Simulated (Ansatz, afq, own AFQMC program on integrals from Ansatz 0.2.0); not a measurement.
AFQMC on a folder of integrals that Ansatz 0.2.0 wrote.

```yaml
crystal:
  periodic: [false, false, false]
  atoms:
    - {symbol: Ge, position_ang: [0.000058, -0.000005, -0.032234]}
    - {symbol: H, position_ang: [2.521276, 0.029066, 0.778878]}
    - {symbol: H, position_ang: [-1.287798, 2.170341, 0.771702]}
    - {symbol: H, position_ang: [-1.237658, -2.199057, 0.772449]}
basis:
  gaussian: {orbitals: 6-31G}
magnetization: {spin_polarized: false, initial_magnetization: 1}
correlation: {method: ccsd_t, electrons: outside_noble_gas, hamiltonian_folder: ham}
```

```sh
$ ansatz run in.yaml --threads 1 --pin off --events-out ev --progress --plain --max-ram 16896MiB --backend cuda --devices 0, --max-vram 18GiB
```

Options of the walk:

```
--method phaseless --trial cisd --walkers 4000 --populations 20 --least-time 60 --time-step 0.005 --steps-per-block 50 --equilibration-blocks 40 --max-blocks 4000 --target-error 0.00032 --factor-cut 1e-05 --start spin_pure --seed 9447 --release-times 0.24,0.51,0.99,1.62,2.4 --release-step 0.03 --release-every 3 --taylor-order 6
```

Times are imaginary, in 1/Eh. The walk had a cap of 122 s. With eight or more populations the least sampling time is a fifth of least-time, and the error comes from their spread. Filled inner d shells are frozen with the cores.

afq prints:

```
orbitals 21  electrons 4 3  factors 138 of 358
reference energy -2076.39870016 Eh
CCSD correlation -0.16750337 Eh in 18 cycles, weight of the determinant in the CISD state 0.6823
energy of the start -2076.566210 Eh
 block  time / (1/Eh)  mean weight  energy / Eh
     1     0.250  0.9999  -2076.563745
     2     0.500  1.0000  -2076.562666
     3     0.750  1.0002  -2076.562336
     4     1.000  0.9998  -2076.562371
     5     1.250  1.0001  -2076.562700
     7     1.750  1.0000  -2076.564011
     9     2.250  1.0001  -2076.566274
    13     3.250  0.9999  -2076.567804
    19     4.750  1.0000  -2076.569644
    25     6.250  0.9999  -2076.567602
    31     7.750  1.0000  -2076.571392
    37     9.250  1.0001  -2076.571030
    43    10.750  0.9997  -2076.573234
    49    12.250  1.0000  -2076.571765
    55    13.750  1.0000  -2076.571146
    61    15.250  0.9997  -2076.571666
    67    16.750  1.0000  -2076.572103
    70    17.500  1.0000  -2076.573514
    73    18.250  1.0001  -2076.571646
    79    19.750  1.0000  -2076.571712
    85    21.250  1.0001  -2076.571014
    91    22.750  1.0000  -2076.571156
    97    24.250  1.0000  -2076.571137
   103    25.750  0.9998  -2076.569707
   109    27.250  0.9999  -2076.565266
   115    28.750  1.0000  -2076.570408
   121    30.250  0.9998  -2076.569965
   127    31.750  1.0003  -2076.570853
   130    32.500  1.0000  -2076.570902
error from the spread of 20 populations
released: time / (1/Eh)  energy / Eh  error  mean overlap
  0.24  -2076.571855  0.000292  1.0004
  0.51  -2076.572346  0.000271  1.0004
  0.99  -2076.573029  0.000211  1.0024
  1.62  -2076.573926  0.000214  1.0011
  2.40  -2076.573220  0.001545  1.0000
energy -2076.571257 +/- 0.000279 Eh
(rows thinned)
```

The run passed its tests (sampling time, drift between the halves within three errors, error under three times the target), which doesn't prove that it has relaxed. The second half of the sampling lies above the first by 2.0 errors of their difference, so the energy may still be moving and its error bar be too small.

Against this walk (error 7.6 meV) on the same determinant: CCSD(T) 101.5 meV lower, CCSDT(Q) 183.8 meV lower, CCSDTQ 187.2 meV lower, full CI 186.3 meV lower. The error is statistical and leaves out the bias of the constraint. The released energies are still falling (meV from the phaseless value at times in 1/Eh: -16 ± 8 at 0.24, -30 ± 7 at 0.51, -48 ± 6 at 0.99, -73 ± 6 at 1.62, -53 ± 42 at 2.40), so they give no level; they do show a bias of the constraint, and the last of them that isn't too noisy lies 114 meV above full CI. Full CI is exact here, so the walk's 186 meV above it is the walk's own error: the bias of the constraint with this trial, or a walk that hasn't relaxed. The determinant is a poor start (see the cautions), so the low cluster orders aren't to be relied on, and full CI is the sure value.

Cautions: constraint bias not in the error; no relativity below Rb; no spin-orbit coupling; inner d shell frozen; a spin-contaminated unrestricted determinant lies lower (UHF 2.91 eV lower, ⟨S²⟩ 2.15); the search met a lower determinant of the same kind, perhaps of another symmetry (943 meV lower), and this one is a saddle point; strong correlation (T1 0.082, weight of the determinant 0.68, largest double 0.19).

The walk took 28 s on 1 × NVIDIA H100 80GB HBM3 with 2 threads of AMD EPYC 7R13 Processor (Zen 3), with other jobs on the host (the card was shared). The log's last line is the phaseless energy.

CCSDT and higher add their correlation energy to the determinant of the CCSD(T) run, since their own runs factorise the integrals more tightly (a shift of under 2 meV). A walk keeps the symmetry of its determinant, which the program's search chose and which needn't be the lowest solution, so a lower state of the same spin and another symmetry isn't excluded.
